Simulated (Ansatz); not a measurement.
# C₂HFO: geometry and frequencies at several levels

One table from this session's results is given with a row withheld; the runs are named, their logs left out.

Method: the levels named in each step, in Ansatz 0.2.0.

## The structure to begin with

Bond lengths: O1–C2 1.161 Å, C2–C3 1.301 Å, C3–F4 1.355 Å, C3–H5 1.078 Å. Angles: O1–C2–C3 175.8°, C2–C3–F4 123.2°, C2–C3–H5 122.6°, F4–C3–H5 114.2°.

As a file:

```xyz
5

O     1.7896   -0.2577   -0.3006
C     0.6467   -0.2679   -0.0993
C    -0.6298   -0.3746    0.1265
F    -1.4585    0.6936    0.2220
H    -1.1176   -1.3266    0.2615
```

Set-up of the first run:

input.yaml

```yaml
crystal:
  periodic: [false, false, false]
  atoms:
    - { symbol: O, position_ang: [1.78211983, -0.23024418, -0.30076104] }
    - { symbol: C, position_ang: [0.6423141, -0.28203427, -0.09860572] }
    - { symbol: C, position_ang: [-0.64895419, -0.38674894, 0.13263942] }
    - { symbol: F, position_ang: [-1.42180476, 0.71205689, 0.21451217] }
    - { symbol: H, position_ang: [-1.12321497, -1.34621949, 0.26240517] }
basis:
  gaussian: { orbitals: def2-TZVPP }
hamiltonian:
  xc: pbe0
  dispersion: d4
phonons: {}
```

Started as:

```sh
$ ansatz run input.yaml --threads 2 --pin off --max-ram 5120MiB --backend cpu --events-out ev --progress --plain --runs-dir out
```

Steps of the session up to this table: Frequencies, PBE0-D4/def2-TZVPP; Relaxation, PBE-D4/def2-TZVPP; Frequencies, PBE-D4/def2-TZVPP; Relaxation, r2SCAN-D4/def2-TZVPP; Frequencies, r2SCAN-D4/def2-TZVPP; Relaxation, B3LYP-D4/def2-TZVPP; Frequencies, B3LYP-D4/def2-TZVPP; Relaxation, B2PLYP/def2-TZVPP.

One table of the session follows, with a row left open; its other results are not shown here.

It belongs to the step «Geometries side by side». 

```
               level  O1–C2 (Å)  C2–C3 (Å)  C3–F4 (Å)  dipole (D)  highest frequency (cm⁻¹)
  PBE0-D4/def2-TZVPP     1.1588     1.3160     1.3459        1.32                      3263
   PBE-D4/def2-TZVPP     1.1736     1.3255     1.3638        1.27                      3168
r2SCAN-D4/def2-TZVPP     1.1639     1.3184     1.3563        1.31                      3242
 B3LYP-D4/def2-TZVPP          ?          ?          ?           ?                         ?
   B2PLYP/def2-TZVPP     1.1656     1.3191     1.3563        1.34                         -
```

Q: Estimate the row for B3LYP-D4/def2-TZVPP from the others.

As computed: O1–C2 (Å): 1.1616; C2–C3 (Å): 1.3167; C3–F4 (Å): 1.3577; dipole (D): 1.36; highest frequency (cm⁻¹): 3249. In the column «O1–C2 (Å)» it lies between PBE0-D4/def2-TZVPP (1.1588) and r2SCAN-D4/def2-TZVPP (1.1639).
